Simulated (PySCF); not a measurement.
**Heteronuclear NMR**

Cartesian coordinates in Å; atom numbers follow the order of the lines, from 1:
```xyz
9

C    -1.1758    0.0399   -0.2307
O     0.0317    0.7958   -0.0669
C     1.0887    0.0907    0.2801
F     1.4195   -0.8647   -0.6112
F     2.1409    0.8862    0.4066
F     0.9446   -0.5634    1.4496
H    -1.4533   -0.4448    0.7072
H    -1.0560   -0.7054   -1.0192
H    -1.9268    0.7717   -0.5135
```

Calculated, not measured (PySCF 2.14): J: B3LYP/pcJ-1, structure optimised with GFN2-xTB, PBE0/pcSseg-1 with gauge-including orbitals. Equivalent nuclei averaged, one conformer, non-relativistic, no solvent.

Question: Where does $^{19}$F resonate?

Answer: 
| atoms | environment | σ (ppm) | δ (ppm) |
| --- | --- | --- | --- |
| F4/F5/F6 | fluorine of an OCF3 group | 252.2 | -66.9 |

Shieldings were converted by a linear fit to measured shifts: $^{19}$F (scatter 6.0 ppm rms, 7.0 ppm with the 5 outliers that the fit left out vs CFCl3, solution or neat liquid, with a term for F on sp3 carbon). Occasional misses reach two or three times the rms, and more in compound classes unlike the fitted ones. Couplings are scaled by factors fitted to measured values: $^{2}J$(H,H) × 0.95 (rms 1.3 Hz), $^{1}J$(C,F) × 0.77 (rms 8.7 Hz), $^{3}J$(C,F) × 1.46 (rms 1.5 Hz); all others are unscaled and can be 10–30 % off.

Couplings (the largest are listed; each averaged over equivalent pairs): $^{1}J$(C3,F4) = -251.3 Hz, $^{2}J$(F4,F5) = 17.7 Hz, $^{2}J$(O2,F4) = -12.2 Hz, $^{3}J$(C1,F4) = 4.7 Hz.

On a 600 MHz spectrometer $^{19}$F resonates near 564.6 MHz, so 1 ppm is 564.6 Hz.

Question: Predict the $^{17}$O NMR data.

Answer: 
```json
{"atoms": "O2", "environment": "ether oxygen", "σ (ppm)": "247.0", "δ (ppm)": "41.7"}
```

Shieldings were converted by a linear fit to measured shifts: $^{17}$O: δ = 266.70 − 0.911σ (rms 10.7 ppm, 155 shifts, 12.2 ppm with the 3 outliers that the fit left out vs liquid water, solution or neat liquid). A few per cent of atoms miss by over 2 rms, more outside the fitted compound classes. Couplings are scaled by factors fitted to measured values: $^{2}J$(H,H) × 0.95 (rms 1.3 Hz), $^{1}J$(C,F) × 0.77 (rms 8.7 Hz), $^{3}J$(C,F) × 1.46 (rms 1.5 Hz); all others are unscaled and can be 10–30 % off.

Couplings (the largest are listed; each averaged over equivalent pairs; quadrupolar broadening usually hides them): $^{1}J$(O2,C3) = 19.9 Hz, $^{1}J$(C1,O2) = 18.9 Hz, $^{2}J$(O2,F4) = -12.2 Hz, $^{2}J$(O2,H7) = -5.9 Hz.

On a 400 MHz spectrometer $^{17}$O resonates near 54.2 MHz, so 1 ppm is 54.2 Hz.
